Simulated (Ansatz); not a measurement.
**Cs2SnI6 (Fm-3m, No. 225): band gap by level of theory**

No measured value is used here.

```csv
level (code),value (eV),cell (Å³/atom)
LDA (Ansatz),0.00,39.89
PBE (Ansatz),[?],48.41
PBEsol (Ansatz),0.00,42.91
PBE-D3(BJ) (Ansatz),0.00,43.81
PBE-D4 (Ansatz),0.00,43.90
```

**Question.** Some entries are withheld; supply them.

**Answer.** 
- PBE (Ansatz, a first-principles code), value (eV): 0.25

Computed values are for a static lattice. Spin–orbit coupling is included only where a level's name says +SOC; with heavier elements it mostly lowers gaps and can invert bands. A gap of zero means that the bands touch or overlap; how far they overlap is not shown.  LDA, PBE, PBEsol, PBE-D3(BJ), PBE-D4: the gap is read on the k mesh or supercell of the run alone and can be too large. Each level is taken at its own relaxed cell. Ansatz's density-functional and Hartree–Fock values are scalar-relativistic unless marked +SOC, with PAW data made under PBE.
